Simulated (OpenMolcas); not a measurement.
# How basis sets differ on Si2H5Cl (SMILES [SiH3][SiH2]Cl)

Si2H5Cl has 8 atoms, charge 0, and is taken as a singlet. As SMILES, `[SiH3][SiH2]Cl`. The coordinates come from a PBE0-D4/def2-TZVP relaxation.

Each level gives the dipole moment (D). The values are calculated.

```
                               level          kind     program  value (D)
                HF/ANO-RCC-MB (DKH2)  Hartree–Fock  OpenMolcas       2.40
                           HF/STO-3G  Hartree–Fock  OpenMolcas       3.11
                            HF/3-21G  Hartree–Fock  OpenMolcas       2.90
HF/ANO-RCC-VDZP (DKH2, RICD fitting)  Hartree–Fock  OpenMolcas       1.70
                          HF/cc-pVDZ  Hartree–Fock  OpenMolcas       1.72
```

The values span 1.70 to 3.11 D. Magnitudes only. Sets without polarisation functions give poor dipoles.
